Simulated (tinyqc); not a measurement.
Inside a calculation. Method: coupled-perturbed Hartree-Fock on RHF in the sto-3g basis, for H2O, spin multiplicity 1. Computed by tinyqc, a small Python program that keeps every step (integrals from PySCF). Settings: charge = 0, multiplicity = 1, basis = sto-3g, method = RHF, energy threshold = 1e-10, iteration cap = 54, orthogonalisation = canonical, start = Wolfsberg-Helmholz matrix, DIIS depth = 6. Command: `OMP_NUM_THREADS=1 python tinyqc.py 24218 24219 out.jsonl` (the two numbers bound the seeds that draw the settings). One thread of a shared host (Intel(R) Xeon(R) Processor @ 2.60GHz), about 0.2 s of CPU time with the checks. The early iterations of the SCF are left out here.

## One-electron integrals

Geometry (angstrom):
```
atom,x,y,z
O,0.000000,0.000000,0.000000
H,0.000000,0.741000,0.634000
H,0.000000,-0.764000,0.653000
```

Basis sto-3g: exponents (1/bohr^2) and contraction coefficients of normalised primitives:
```
element,l (shell),exponent,coefficient
O,s (1),130.709320,0.154329
O,s (1),23.808861,0.535328
O,s (1),6.443608,0.444635
O,s (2),5.033151,-0.099967
O,s (2),1.169596,0.399513
O,s (2),0.380389,0.700115
O,p (3),5.033151,0.155916
O,p (3),1.169596,0.607684
O,p (3),0.380389,0.391957
H,s (1),3.425251,0.154329
H,s (1),0.623914,0.535328
H,s (1),0.168855,0.444635
```

Overlap, kinetic and nuclear-attraction integrals over the contracted functions; the nuclear repulsion is the sum of Za Zb / Rab.

nuclear repulsion = 8.90480011 hartree

overlap S, lower triangle:
```
,1O 1s,1O 2s,1O 2px,1O 2py,1O 2pz,2H 1s,3H 1s
1O 1s,1.000000
1O 2s,0.236704,1.000000
1O 2px,0.000000,0.000000,1.000000
1O 2py,0.000000,0.000000,0.000000,1.000000
1O 2pz,0.000000,0.000000,0.000000,0.000000,1.000000
2H 1s,0.051716,0.463061,0.000000,0.294148,0.251673,1.000000
3H 1s,0.048169,0.443948,0.000000,-0.286101,0.244534,0.254910,1.000000
```

kinetic energy T (hartree), lower triangle:
```
,1O 1s,1O 2s,1O 2px,1O 2py,1O 2pz,2H 1s,3H 1s
1O 1s,29.003200
1O 2s,-0.168011,0.808128
1O 2px,0.000000,0.000000,2.528731
1O 2py,0.000000,0.000000,0.000000,2.528731
1O 2pz,0.000000,0.000000,0.000000,0.000000,2.528731
2H 1s,-0.003705,0.120128,0.000000,0.205607,0.175918,0.760032
3H 1s,-0.005376,0.106844,0.000000,-0.189117,0.161641,0.009208,0.760032
```

nuclear attraction V (hartree), lower triangle:
```
,1O 1s,1O 2s,1O 2px,1O 2py,1O 2pz,2H 1s,3H 1s
1O 1s,-61.687607
1O 2s,-7.436152,-10.109521
1O 2px,0.000000,0.000000,-9.959004
1O 2py,-0.000660,-0.006605,0.000000,-10.092830
1O 2pz,-0.018871,-0.224433,0.000000,-0.003973,-10.056873
2H 1s,-1.670933,-3.747405,0.000000,-2.113464,-1.882936,-5.770781
3H 1s,-1.554586,-3.559234,0.000000,2.028648,-1.807587,-1.589562,-5.662085
```

core Hamiltonian H = T + V (hartree), lower triangle:
```
,1O 1s,1O 2s,1O 2px,1O 2py,1O 2pz,2H 1s,3H 1s
1O 1s,-32.684407
1O 2s,-7.604163,-9.301393
1O 2px,0.000000,0.000000,-7.430273
1O 2py,-0.000660,-0.006605,0.000000,-7.564098
1O 2pz,-0.018871,-0.224433,0.000000,-0.003973,-7.528142
2H 1s,-1.674639,-3.627276,0.000000,-1.907857,-1.707019,-5.010749
3H 1s,-1.559962,-3.452389,0.000000,1.839531,-1.645947,-1.580354,-4.902053
```

## Two-electron integrals

Functions are numbered as in S; the eight-fold symmetry (ij|kl) = (ji|kl) = (kl|ij) leaves the list below.

Two-electron integrals (ij|kl) in chemists' order, unique and non-zero (hartree):
```
i,j,k,l,(ij|kl)
1,1,1,1,4.785065
2,1,1,1,0.741380
2,1,2,1,0.136873
2,2,1,1,1.118947
2,2,2,1,0.256633
2,2,2,2,0.817206
3,1,3,1,0.024477
3,2,3,1,0.037809
3,2,3,2,0.180518
3,3,1,1,1.115814
3,3,2,1,0.256684
3,3,2,2,0.817023
3,3,3,3,0.880159
4,1,4,1,0.024477
4,2,4,1,0.037809
4,2,4,2,0.180518
4,3,4,3,0.047444
4,4,1,1,1.115814
4,4,2,1,0.256684
4,4,2,2,0.817023
4,4,3,3,0.785270
4,4,4,4,0.880159
5,1,5,1,0.024477
5,2,5,1,0.037809
5,2,5,2,0.180518
5,3,5,3,0.047444
5,4,5,4,0.047444
5,5,1,1,1.115814
5,5,2,1,0.256684
5,5,2,2,0.817023
5,5,3,3,0.785270
5,5,4,4,0.785270
5,5,5,5,0.880159
6,1,1,1,0.164511
6,1,2,1,0.030107
6,1,2,2,0.056057
6,1,3,3,0.055950
6,1,4,1,0.001054
6,1,4,2,0.001969
6,1,4,4,0.056139
6,1,5,1,0.000902
6,1,5,2,0.001685
6,1,5,4,0.000162
6,1,5,5,0.056088
6,1,6,1,0.006708
6,2,1,1,0.391260
6,2,2,1,0.090821
6,2,2,2,0.319153
6,2,3,3,0.313807
6,2,4,1,0.005168
6,2,4,2,0.039112
6,2,4,4,0.322893
6,2,5,1,0.004422
6,2,5,2,0.033464
6,2,5,4,0.007773
6,2,5,5,0.320458
6,2,6,1,0.020351
6,2,6,2,0.152978
6,3,3,1,0.009611
6,3,3,2,0.055554
6,3,4,3,0.008173
6,3,5,3,0.006993
6,3,6,3,0.022070
6,4,1,1,0.211162
6,4,2,1,0.049661
6,4,2,2,0.186375
6,4,3,3,0.177875
6,4,4,1,0.012094
6,4,4,2,0.077251
6,4,4,4,0.199386
6,4,5,1,0.002124
6,4,5,2,0.018564
6,4,5,4,0.011412
6,4,5,5,0.181656
6,4,6,1,0.011631
6,4,6,2,0.108508
6,4,6,4,0.098168
6,5,1,1,0.180671
6,5,2,1,0.042490
6,5,2,2,0.159462
6,5,3,3,0.152190
6,5,4,1,0.002124
6,5,4,2,0.018564
6,5,4,4,0.156609
6,5,5,1,0.011428
6,5,5,2,0.071438
6,5,5,4,0.011954
6,5,5,5,0.169411
6,5,6,1,0.009951
6,5,6,2,0.092840
6,5,6,4,0.065109
6,5,6,5,0.077778
6,6,1,1,0.523559
6,6,2,1,0.123509
6,6,2,2,0.496840
6,6,3,3,0.476640
6,6,4,1,0.009290
6,6,4,2,0.096193
6,6,4,4,0.511275
6,6,5,1,0.007949
6,6,5,2,0.082303
6,6,5,4,0.029634
6,6,5,5,0.501995
6,6,6,1,0.027938
6,6,6,2,0.296722
6,6,6,4,0.240379
6,6,6,5,0.205668
6,6,6,6,0.774606
7,1,1,1,0.153096
7,1,2,1,0.028025
7,1,2,2,0.052206
7,1,3,3,0.052106
7,1,4,1,-0.000983
7,1,4,2,-0.001840
7,1,4,4,0.052284
7,1,5,1,0.000840
7,1,5,2,0.001573
7,1,5,4,-0.000153
7,1,5,5,0.052236
7,1,6,1,0.006155
7,1,6,2,0.018400
7,1,6,4,0.009584
7,1,6,5,0.009004
7,1,6,6,0.024982
7,1,7,1,0.005813
7,2,1,1,0.371383
7,2,2,1,0.086240
7,2,2,2,0.303930
7,2,3,3,0.298775
7,2,4,1,-0.004920
7,2,4,2,-0.037544
7,2,4,4,0.307544
7,2,5,1,0.004206
7,2,5,2,0.032089
7,2,5,4,-0.007495
7,2,5,5,0.305181
7,2,6,1,0.018759
7,2,6,2,0.120377
7,2,6,4,0.058427
7,2,6,5,0.071273
7,2,6,6,0.194540
7,2,7,1,0.018001
7,2,7,2,0.139793
7,3,3,1,0.009036
7,3,3,2,0.052559
7,3,4,3,-0.007806
7,3,5,3,0.006672
7,3,6,3,0.016764
7,3,7,3,0.019953
7,4,1,1,-0.202964
7,4,2,1,-0.047742
7,4,2,2,-0.179665
7,4,3,3,-0.171507
7,4,4,1,0.011424
7,4,4,2,0.073582
7,4,4,4,-0.192124
7,4,5,1,-0.002041
7,4,5,2,-0.017969
7,4,5,4,0.010949
7,4,5,5,-0.175163
7,4,6,1,-0.009905
7,4,6,2,-0.059478
7,4,6,4,-0.012525
7,4,6,5,-0.034387
7,4,6,6,-0.084455
7,4,7,1,-0.010407
7,4,7,2,-0.100377
7,4,7,4,0.091200
7,5,1,1,0.173476
7,5,2,1,0.040806
7,5,2,2,0.153562
7,5,3,3,0.146589
7,5,4,1,-0.002041
7,5,4,2,-0.017969
7,5,4,4,0.150867
7,5,5,1,0.010781
7,5,5,2,0.067917
7,5,5,4,-0.011462
7,5,5,5,0.163058
7,5,6,1,0.009275
7,5,6,2,0.071815
7,5,6,4,0.034071
7,5,6,5,0.058639
7,5,6,6,0.127464
7,5,7,1,0.008895
7,5,7,2,0.085793
7,5,7,4,-0.060896
7,5,7,5,0.072001
7,6,1,1,0.156817
7,6,2,1,0.036759
7,6,2,2,0.140706
7,6,3,3,0.137266
7,6,4,1,-0.000022
7,6,4,2,-0.000255
7,6,4,4,0.139810
7,6,5,1,0.002791
7,6,5,2,0.025314
7,6,5,4,-0.000074
7,6,5,5,0.144888
7,6,6,1,0.008164
7,6,6,2,0.067594
7,6,6,4,0.041121
7,6,6,5,0.046156
7,6,6,6,0.136479
7,6,7,1,0.007607
7,6,7,2,0.064963
7,6,7,4,-0.040299
7,6,7,5,0.044766
7,6,7,6,0.036840
7,7,1,1,0.510065
7,7,2,1,0.120371
7,7,2,2,0.486368
7,7,3,3,0.466685
7,7,4,1,-0.008921
7,7,4,2,-0.093739
7,7,4,4,0.500458
7,7,5,1,0.007625
7,7,5,2,0.080120
7,7,5,4,-0.028866
7,7,5,5,0.491357
7,7,6,1,0.026144
7,7,6,2,0.200046
7,7,6,4,0.085298
7,7,6,5,0.129993
7,7,6,6,0.344747
7,7,7,1,0.025351
7,7,7,2,0.281196
7,7,7,4,-0.230516
7,7,7,5,0.197025
7,7,7,6,0.136479
7,7,7,7,0.774606
```

## Orthogonalisation

S = U s U^T; canonical form X = U s^(-1/2), so that X^T S X = 1. Each column of U has its largest component positive (the first on a tie).

eigenvalues of S: 0.362243  0.444252  0.881451  1.000000  1.100562  1.302062  1.909431

X:
```
,1,2,3,4,5,6,7
1O 1s,-0.308449,0.045437,0.751841,0.000000,-0.620337,-0.001649,0.149798
1O 2s,1.134474,-0.130176,-0.310912,0.000000,-0.317024,-0.003967,0.415985
1O 2px,0.000000,0.000000,0.000000,1.000000,0.000000,0.000000,0.000000
1O 2py,0.123046,0.882753,-0.001234,0.000000,0.005569,0.705566,0.007219
1O 2pz,0.557367,-0.065684,0.651239,0.000000,0.625409,-0.005499,0.206225
2H 1s,-0.839892,-0.760922,-0.153212,0.000000,0.125965,0.358785,0.383948
3H 1s,-0.589228,0.932414,-0.158033,0.000000,0.127551,-0.376051,0.371801
```

## Starting guess

The start is the generalised Wolfsberg-Helmholz matrix (K = 1.75) built on H; D = 2 C_occ C_occ^T.

D at the start, lower triangle:
```
,1O 1s,1O 2s,1O 2px,1O 2py,1O 2pz,2H 1s,3H 1s
1O 1s,2.062546
1O 2s,-0.250321,1.152871
1O 2px,0.000000,0.000000,2.000000
1O 2py,0.004346,-0.017716,0.000000,1.417916
1O 2pz,0.117971,-0.430859,0.000000,-0.006354,1.811615
2H 1s,-0.144217,0.355840,0.000000,0.371296,0.125547,0.254057
3H 1s,-0.136306,0.339553,0.000000,-0.377689,0.120295,0.046846,0.236053
```

## Iteration 8 (converged): orbitals

converged F (hartree), lower triangle:
```
,1O 1s,1O 2s,1O 2px,1O 2py,1O 2pz,2H 1s,3H 1s
1O 1s,-20.244278
1O 2s,-5.164068,-2.440421
1O 2px,0.000000,0.000000,-0.393336
1O 2py,-0.000637,-0.007432,0.000000,-0.292959
1O 2pz,-0.028728,-0.119059,0.000000,-0.008020,-0.336976
2H 1s,-1.146197,-0.995204,0.000000,-0.380469,-0.381539,-0.560439
3H 1s,-1.068307,-0.947592,0.000000,0.371118,-0.372787,-0.379502,-0.523007
```

Diagonalise F' = X^T F X, C = X C', fill 5 alpha and 5 beta electrons from the bottom; D = 2 C_occ C_occ^T. Each column has its largest component positive (the first on a tie).

F' = X^T F X (hartree), lower triangle:
```
,1,2,3,4,5,6,7
1,0.149757
2,0.098160,0.659424
3,1.671097,-0.295417,-8.949563
4,0.000000,0.000000,0.000000,-0.393336
5,-1.202610,0.236381,8.948251,0.000000,-9.774000
6,0.015048,0.124502,0.026458,0.000000,-0.032202,-0.579176
7,0.168424,-0.052899,-3.693042,0.000000,4.036578,0.008725,-2.799611
```

orbital energies (hartree): MO1 -20.252939, MO2 -1.258598, MO3 -0.591585, MO4 -0.462117, MO5 -0.393336, MO6 0.580688, MO7 0.691382

coefficients C:
```
,MO1,MO2,MO3,MO4,MO5,MO6,MO7
1O 1s,0.994220,-0.233686,0.005378,0.104542,0.000000,0.123701,-0.019662
1O 2s,0.025825,0.844224,-0.029126,-0.540386,0.000000,-0.805349,0.139196
1O 2px,0.000000,0.000000,0.000000,0.000000,1.000000,0.000000,0.000000
1O 2py,0.000189,0.007369,0.614474,-0.014154,0.000000,0.129582,0.947457
1O 2pz,0.004189,0.123725,0.019065,0.752115,0.000000,-0.760624,0.113429
2H 1s,-0.005756,0.160990,0.452128,0.283729,0.000000,0.655663,-0.926897
3H 1s,-0.005380,0.149806,-0.446902,0.309155,0.000000,0.861147,0.691475
```

D after iteration 8, lower triangle:
```
,1O 1s,1O 2s,1O 2px,1O 2py,1O 2pz,2H 1s,3H 1s
1O 1s,2.108082
1O 2s,-0.456513,2.012492
1O 2px,0.000000,0.000000,2.000000
1O 2py,0.000582,-0.008045,0.000000,0.755667
1O 2pz,0.107963,-0.604855,0.000000,0.003963,1.162731
2H 1s,-0.022502,-0.061459,0.000000,0.549980,0.483821,0.621744
3H 1s,-0.020881,-0.055431,0.000000,-0.555765,0.485024,-0.180385,0.635537
```

## Convergence

Stop when the energy changes by less than 1e-10 hartree and every element of the error matrix X^T (F D S - S D F) X is below 3e-06.

Course of the cycle:
```
iteration,E (hartree),change,largest element of the error matrix
1,-74.62289669,-,6.68e-01
2,-74.94649997,-3.24e-01,1.59e-01
3,-74.96400552,-1.75e-02,3.57e-02
4,-74.96524065,-1.24e-03,6.43e-03
5,-74.96530293,-6.23e-05,1.08e-03
6,-74.96530535,-2.41e-06,1.11e-05
7,-74.96530535,-2.21e-10,2.93e-06
8,-74.96530535,-2.03e-11,2.80e-07
```

PySCF RHF in the same basis = -74.96530535 hartree

Converged in 8 iterations.

## Populations, bond orders and dipole

Mulliken: Z minus the diagonal of D S on the atom; Loewdin: the same with S^(1/2) D S^(1/2); Mayer order: 2 sum_s sum (D(s) S)_ij (D(s) S)_ji over the two atoms.

Charges (e):
```
atom,Mulliken,Loewdin
1O,-0.328769,-0.230394
2H,0.170320,0.118281
3H,0.158449,0.112113
```

Mayer bond orders:
```
pair,order
2-1,0.963263
3-1,0.967166
3-2,0.007728
```

dipole moment about the origin, x y z (debye): 0.000000  0.018708  1.714705

## Integrals over molecular orbitals

(pq|rs) = sum C_ip C_jq C_kr C_ls (ij|kl), one index at a time.

one-electron integrals over orbitals h = C^T H C (hartree), lower triangle:
```
,1,2,3,4,5,6,7
1,-32.667069
2,0.558325,-7.644865
3,-0.012689,0.010425,-6.296305
4,-0.238099,0.466523,-0.043650,-6.873018
5,0.000000,0.000000,0.000000,0.000000,-7.430273
6,-0.283433,1.329796,-0.241072,1.151079,0.000000,-5.382912
7,0.044983,-0.217820,-1.685221,-0.107981,0.000000,-0.025066,-5.555993
```

Two-electron integrals over orbitals (pq|rs), unique and non-zero (hartree):
```
p,q,r,s,(pq|rs)
1,1,1,1,4.745141
2,1,1,1,-0.418284
2,1,2,1,0.058576
2,2,1,1,1.006285
2,2,2,1,-0.013263
2,2,2,2,0.727624
3,1,1,1,0.009688
3,1,2,1,-0.001131
3,1,2,2,0.001065
3,1,3,1,0.011159
3,2,1,1,-0.004322
3,2,2,1,0.000579
3,2,2,2,0.004140
3,2,3,1,0.017713
3,2,3,2,0.140921
3,3,1,1,0.796305
3,3,2,1,-0.004514
3,3,2,2,0.641203
3,3,3,1,-0.000352
3,3,3,2,-0.001699
3,3,3,3,0.626524
4,1,1,1,0.185968
4,1,2,1,-0.023141
4,1,2,2,0.015644
4,1,3,1,0.000763
4,1,3,2,0.000056
4,1,3,3,0.006464
4,1,4,1,0.027105
4,2,1,1,-0.138093
4,2,2,1,0.009213
4,2,2,2,-0.001914
4,2,3,1,-0.000014
4,2,3,2,0.000689
4,2,3,3,0.005662
4,2,4,1,0.017915
4,2,4,2,0.125066
4,3,1,1,0.010290
4,3,2,1,-0.000423
4,3,2,2,0.003540
4,3,3,1,-0.003549
4,3,3,2,0.020762
4,3,3,3,0.002181
4,3,4,1,-0.000556
4,3,4,2,-0.004742
4,3,4,3,0.049962
4,4,1,1,0.977993
4,4,2,1,-0.013031
4,4,2,2,0.668693
4,4,3,1,-0.000012
4,4,3,2,-0.004148
4,4,3,3,0.591588
4,4,4,1,-0.010405
4,4,4,2,-0.101826
4,4,4,3,0.005163
4,4,4,4,0.757263
5,1,5,1,0.026022
5,2,5,1,0.032548
5,2,5,2,0.145201
5,3,5,1,-0.000731
5,3,5,2,-0.002479
5,3,5,3,0.028539
5,4,5,1,-0.013572
5,4,5,2,-0.047905
5,4,5,3,0.001492
5,4,5,4,0.054830
5,5,1,1,1.115342
5,5,2,1,-0.011756
5,5,2,2,0.748023
5,5,3,1,0.000270
5,5,3,2,-0.002139
5,5,3,3,0.625293
5,5,4,1,0.005207
5,5,4,2,-0.074103
5,5,4,3,0.005794
5,5,4,4,0.717027
5,5,5,5,0.880159
6,1,1,1,0.222138
6,1,2,1,-0.033637
6,1,2,2,0.000353
6,1,3,1,0.002434
6,1,3,2,0.002533
6,1,3,3,-0.000657
6,1,4,1,-0.000305
6,1,4,2,-0.020682
6,1,4,3,0.000096
6,1,4,4,0.018687
6,1,5,5,0.005834
6,1,6,1,0.030008
6,2,1,1,-0.295034
6,2,2,1,0.006180
6,2,2,2,-0.140082
6,2,3,1,0.001456
6,2,3,2,0.007321
6,2,3,3,-0.075921
6,2,4,1,-0.018653
6,2,4,2,-0.022398
6,2,4,3,-0.004939
6,2,4,4,-0.077497
6,2,5,5,-0.152775
6,2,6,1,0.008677
6,2,6,2,0.100234
6,3,1,1,0.050367
6,3,2,1,-0.001054
6,3,2,2,0.021827
6,3,3,1,-0.003300
6,3,3,2,0.034539
6,3,3,3,0.013801
6,3,4,1,0.000207
6,3,4,2,-0.010532
6,3,4,3,0.030045
6,3,4,4,0.018564
6,3,5,5,0.027461
6,3,6,1,0.000214
6,3,6,2,-0.014458
6,3,6,3,0.069714
6,4,1,1,-0.234935
6,4,2,1,0.002759
6,4,2,2,-0.101805
6,4,3,1,-0.001310
6,4,3,2,-0.010335
6,4,3,3,-0.045648
6,4,4,1,-0.001062
6,4,4,2,0.042126
6,4,4,3,-0.004683
6,4,4,4,-0.126749
6,4,5,5,-0.126215
6,4,6,1,-0.001769
6,4,6,2,0.058311
6,4,6,3,-0.019730
6,4,6,4,0.079641
6,5,5,1,-0.014680
6,5,5,2,-0.055767
6,5,5,3,0.004095
6,5,5,4,-0.000218
6,5,6,5,0.037228
6,6,1,1,0.809754
6,6,2,1,-0.007198
6,6,2,2,0.614523
6,6,3,1,-0.001781
6,6,3,2,-0.024192
6,6,3,3,0.570355
6,6,4,1,0.020173
6,6,4,2,0.053688
6,6,4,3,-0.014246
6,6,4,4,0.553770
6,6,5,5,0.591811
6,6,6,1,-0.009190
6,6,6,2,-0.097636
6,6,6,3,-0.009869
6,6,6,4,-0.043874
6,6,6,6,0.606489
7,1,1,1,-0.035490
7,1,2,1,0.005540
7,1,2,2,0.000456
7,1,3,1,0.014799
7,1,3,2,0.022304
7,1,3,3,-0.000720
7,1,4,1,-0.000492
7,1,4,2,0.002474
7,1,4,3,-0.004981
7,1,4,4,-0.002565
7,1,5,5,-0.000907
7,1,6,1,-0.001761
7,1,6,2,0.001459
7,1,6,3,-0.004009
7,1,6,4,-0.001430
7,1,6,6,-0.001902
7,1,7,1,0.020612
7,2,1,1,0.049218
7,2,2,1,-0.000938
7,2,2,2,0.022947
7,2,3,1,0.013952
7,2,3,2,0.041640
7,2,3,3,0.009430
7,2,4,1,0.002329
7,2,4,2,0.000030
7,2,4,3,-0.034723
7,2,4,4,0.015407
7,2,5,5,0.025013
7,2,6,1,0.001513
7,2,6,2,-0.006576
7,2,6,3,-0.032484
7,2,6,4,-0.011039
7,2,6,6,0.017135
7,2,7,1,0.017739
7,2,7,2,0.063920
7,3,1,1,0.358305
7,3,2,1,-0.007308
7,3,2,2,0.138657
7,3,3,1,0.000151
7,3,3,2,-0.009535
7,3,3,3,0.088707
7,3,4,1,-0.000740
7,3,4,2,-0.079455
7,3,4,3,0.000380
7,3,4,4,0.151054
7,3,5,5,0.189337
7,3,6,1,0.006741
7,3,6,2,-0.072095
7,3,6,3,0.011613
7,3,6,4,-0.084362
7,3,6,6,0.042626
7,3,7,1,-0.000944
7,3,7,2,0.016486
7,3,7,3,0.154084
7,4,1,1,0.022213
7,4,2,1,-0.000288
7,4,2,2,0.007413
7,4,3,1,-0.009529
7,4,3,2,-0.077347
7,4,3,3,0.005890
7,4,4,1,0.000474
7,4,4,2,-0.001685
7,4,4,3,-0.001521
7,4,4,4,0.013029
7,4,5,5,0.011462
7,4,6,1,-0.001831
7,4,6,2,-0.009482
7,4,6,3,-0.043552
7,4,6,4,0.002915
7,4,6,6,0.021259
7,4,7,1,-0.012576
7,4,7,2,-0.014660
7,4,7,3,0.015496
7,4,7,4,0.070559
7,5,5,1,0.002334
7,5,5,2,0.008945
7,5,5,3,0.023277
7,5,5,4,-0.000915
7,5,6,5,-0.002041
7,5,7,5,0.024393
7,6,1,1,0.003155
7,6,2,1,-0.000274
7,6,2,2,-0.003425
7,6,3,1,-0.008316
7,6,3,2,-0.090084
7,6,3,3,0.004416
7,6,4,1,-0.002224
7,6,4,2,-0.008119
7,6,4,3,-0.048897
7,6,4,4,0.008301
7,6,5,5,0.002161
7,6,6,1,0.000401
7,6,6,2,0.005110
7,6,6,3,-0.057026
7,6,6,4,0.010617
7,6,6,6,0.024428
7,6,7,1,-0.010802
7,6,7,2,0.009702
7,6,7,3,0.015190
7,6,7,4,0.055784
7,6,7,6,0.105094
7,7,1,1,0.852540
7,7,2,1,-0.008903
7,7,2,2,0.619927
7,7,3,1,0.002861
7,7,3,2,0.027278
7,7,3,3,0.604028
7,7,4,1,0.004588
7,7,4,2,-0.011938
7,7,4,3,0.015141
7,7,4,4,0.596402
7,7,5,5,0.617574
7,7,6,1,0.004514
7,7,6,2,-0.066153
7,7,6,3,0.029516
7,7,6,4,-0.045510
7,7,6,6,0.558228
7,7,7,1,0.002715
7,7,7,2,0.008522
7,7,7,3,0.083721
7,7,7,4,-0.013435
7,7,7,6,-0.024605
7,7,7,7,0.619206
```

## Response to a field: uncoupled start

dipole integrals <a|y|i> (bohr):
```
,i1,i2,i3,i4,i5
a6,0.007728,-0.003274,0.792124,-0.125006,0.000000
a7,0.054375,-0.121121,-0.116670,-0.683983,0.000000
```

Field along y; U_ai = -mu_ai / (e_a - e_i), alpha = -4 sum U_ai mu_ai.

uncoupled U:
```
,i1,i2,i3,i4,i5
a6,-0.000371,0.001780,-0.675717,0.119875,0.000000
a7,-0.002596,0.062114,0.090937,0.592964,0.000000
```

uncoupled polarisability = 3.896387 bohr^3

## Coupled step 1

U_ai = -(mu_ai + sum_bj [4 (ai|bj) - (ab|ij) - (aj|bi)] U_bj) / (e_a - e_i); alpha = -4 sum U_ai mu_ai.

U after step 1:
```
,i1,i2,i3,i4,i5
a6,-0.000244,0.001949,-0.862687,0.149419,0.000000
a7,-0.002113,0.097366,0.124569,0.765887,0.000000
```

polarisability = 5.009347 bohr^3

## Coupled step 2

As before.

U after step 2:
```
,i1,i2,i3,i4,i5
a6,-0.000223,0.003186,-0.914959,0.158991,0.000000
a7,-0.001968,0.111045,0.133547,0.816999,0.000000
```

polarisability = 5.330397 bohr^3

## Coupled polarisability

Repeat until U stops changing; compare with -d2E/dF2.

Course of the coupled iterations:
```
step,alpha (bohr^3)
0,3.896387
1,5.009347
2,5.330397
3,5.423503
4,5.450638
5,5.458576
6,5.460906
7,5.461592
8,5.461794
9,5.461854
10,5.461872
11,5.461878
12,5.461879
13,5.461880
14,5.461880
15,5.461880
16,5.461880
17,5.461880
```

coupled polarisability = 5.461880 bohr^3

finite-field check, fields of +/-0.001 au = 5.461879 bohr^3
